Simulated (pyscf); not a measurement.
F–Si•(F)–F + ammonia (NH₃) → H₂N–Si(F)(F)–F + H atom (H•), a substitution at N (doublet surface; H–N broken, N–Si formed). Structures and frequencies: ωB97X-D3(BJ)/def2-SVP in PySCF. Energies in eV from the separated reactants.

Small-basis levels: PySCF, no dispersion term, spherical d functions. Open shells are spin-unrestricted. 

Problem. Quick HF/STO-3G single points give ΔE‡ = 2.51 eV and ΔE = +0.14 eV. What does ωB97M-D3(BJ)/def2-TZVP give, and how far is the quick result from it?

Solution. ωB97M-D3(BJ)/def2-TZVP gives ΔE‡ = 0.55 eV and ΔE = -0.44 eV. HF/STO-3G lies 1.96 eV over it in the barrier and 0.58 eV over it in the reaction energy, so on this step it does not hold to within 0.13 eV. ωB97M-D3(BJ)/def2-TZVP has limits of its own. On the reactant side the descent ends in an adduct with a N–Si contact, 0.61 eV under the separated species and 1.24 eV under the saddle at ωB97X-D3(BJ)/def2-TZVP. What is counted as formed (N–Si) is already present as a longer contact in the reactant adduct; forming that adduct is a step of its own. This is the saddle that the search found; another between the same sides may lie lower. The angle at the attacked N is 130°.
